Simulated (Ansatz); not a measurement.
Compare A (`C/C=C\CC`) with its isomer B (`CC1CCC1`).

Program: Ansatz. Geometries: PBE0-D4/def2-TZVP. ΔE: electronic, gas phase. CBS: MP2 limit from def2 TZ/QZ plus the TZ coupled-cluster correction, frozen cores. DFT in def2-TZVPP. B3LYP here is the variant with VWN-RPA as its local correlation; programs differ in this. One conformer a species, not always the lowest.

A:

```xyz
15

C     1.721    0.969   -0.922
C     1.205   -0.428   -0.842
C     0.253   -0.898   -0.040
C    -0.550   -0.145    0.968
C    -2.042   -0.172    0.651
H     2.789    1.002   -0.685
H     1.616    1.362   -1.938
H     1.207    1.650   -0.244
H     1.674   -1.134   -1.525
H     0.003   -1.955   -0.127
H    -0.209    0.890    1.046
H    -0.390   -0.595    1.955
H    -2.410   -1.199    0.584
H    -2.621    0.340    1.424
H    -2.245    0.314   -0.306
```

B:

```xyz
15

C     0.451   -0.367   -1.599
C     0.735   -0.184   -0.123
C    -0.261   -0.926    0.798
C    -1.038    0.393    0.976
C     0.199    1.148    0.452
H     0.675   -1.388   -1.920
H    -0.602   -0.171   -1.826
H     1.053    0.316   -2.205
H     1.791   -0.385    0.076
H    -0.795   -1.775    0.365
H     0.208   -1.250    1.729
H    -1.389    0.638    1.979
H    -1.885    0.467    0.291
H     0.034    1.962   -0.259
H     0.822    1.521    1.267
```

(1) Which is lower in electronic energy at CCSD(T)/CBS, and by how much? (Estimate.)

(2) Give E(B) − E(A) in kJ/mol with MP2/def2-TZVPP, CCSD(T)/def2-TZVPP, B3LYP, PBE0-D4, B3LYP-D4, r2SCAN-D4, B2PLYP. (An estimate is asked.)

Largest T1 diagnostic: 0.009.

## Answers

(1) The calculation gave: A, by 20.6 kJ/mol.

(2) Ansatz gave: MP2/def2-TZVPP 11.5, CCSD(T)/def2-TZVPP 18.2, B3LYP 37.7, PBE0-D4 10.6, B3LYP-D4 33.6, r2SCAN-D4 22.1, B2PLYP 29.5. None reverses the order clearly.

From PBE to PBE0 (25 % exact exchange), in def2-TZVPP and without D4, E(B) − E(A) moves by −8.8 kJ/mol. The D4 term adds −4.1 kJ/mol with B3LYP and −1.8 kJ/mol with PBE0; it sums over pairs of atoms, weighted by their polarisabilities, and B3LYP, whose exchange is more repulsive, gets the larger term.
